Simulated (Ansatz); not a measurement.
Diamond-structure Ge, treated with PBE-D3(BJ) (plane waves, PAW; Ansatz, a program for electronic structure).

Numerical settings: plane-wave cutoff 520 eV, 20×20×20 k mesh, Fermi–Dirac smearing 0.05 eV, perturbation theory, scalar-relativistic PAW data made under PBE.

Computed at the level's own relaxed cell.

Harmonic phonon frequencies (cm⁻¹; i marks an imaginary mode):

| q point | frequencies |
|---|---|
| Γ | 0 0 0 286 286 286 |
| X | ___ |
| L | ___ |

Task: Complete the blanks.

Result: 
- X, frequencies: 71 71 231 231 262 262
- L, frequencies: 58 58 212 232 276 276

Measured, for comparison: zone-centre TO phonon frequency 304 cm⁻¹ (low temperature, not corrected to a static lattice; as tabulated in Tanner et al. (2021), arXiv:2110.11888). Computed less measured: zone-centre TO phonon frequency -6 %.

No imaginary mode appears at these points.

Note: the solid has no gap at this level, which affects its response; the dispersion coefficients are held fixed in the derivatives.
